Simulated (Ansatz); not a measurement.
# Scan of GaC, quartet

Starting geometry (PBE0/def2-TZVP stationary point for this spin):

```xyz
2

C     0.0000    0.0000    0.0000
Ga    0.0000    0.0000    2.0016
```

From there Ga2 moves along the line of the two atoms named below, all else staying in place; atoms are numbered as listed. Energies are in eV, counted from the starting geometry at the same level.

Basis aug-cc-pVDZ; Ansatz 0.2.0. Correlated methods freeze the noble-gas cores and the filled d shells of p-block atoms. Prefix R: restricted or restricted open-shell reference; prefix U: unrestricted. Active spaces: valence = (7e, 8o) chosen from the atoms' valence shells. No spin–orbit coupling is included, and no scalar relativity.

Runs in a small pair space aren't shown, since their orbitals change along the scan. A value is left out where its run failed or describes another state than the reference as far as symmetry and spin tell, or, spin-broken singlets apart, can't be checked.

Full CI is exact within this basis and frozen core; it isn't the basis-set limit. The frozen core follows each run's orbitals, which can shift R against U totals by a few meV for light atoms and by up to 0.1 eV past Ca.

```tsv
distance C1-Ga2 (Å)	full CI	unpaired electrons (full CI)	error RCCSD	error UCCSD	error RCCSD(T)	error BCCD(T)	error RCCSDT(Q)	error MRCISD+Q (valence space)
1.834	0.332	3.08	0.000	-0.002	0.001	0.000	0.002	-0.002
2.002	0.000	3.08	0.000	0.000	0.000	0.000	0.000	0.000
2.248	0.122	3.08	0.007	0.009	0.003	0.005	0.002	0.006
2.751	1.002	3.09	0.029	0.030	0.017	0.023	0.002	0.005
3.660	2.295	3.14	0.013	0.018	0.054	0.054	0.001	0.015
5.405	2.829	3.23	-0.109	-0.112	-0.023	-0.021	0.006	–
```

Unpaired electrons are Σ n²(2−n)² over natural occupations. Errors are those of relative energies. In total energy the starting point itself misses full CI by: RCCSD 0.191, UCCSD 0.185, RCCSD(T) 0.048, BCCD(T) 0.047, RCCSDT(Q) -0.002, MRCISD+Q (valence space) 0.004 eV.

Spread of the error over the points with a reference, to 5.405 Å (largest less smallest): RCCSDT(Q) 0.006, MRCISD+Q (valence space) 0.017 (5 of 6 points), BCCD(T) 0.075, RCCSD(T) 0.077, RCCSD 0.138, UCCSD 0.143 eV.

Going outwards, the relative energy of RCCSD first misses by more than 0.043 eV (1 kcal/mol) at 5.405 Å.

Going outwards, the relative energy of UCCSD first misses by more than 0.043 eV (1 kcal/mol) at 5.405 Å.

Going outwards, the relative energy of RCCSD(T) first misses by more than 0.043 eV (1 kcal/mol) at 3.660 Å.

Going outwards, the relative energy of BCCD(T) first misses by more than 0.043 eV (1 kcal/mol) at 3.660 Å.
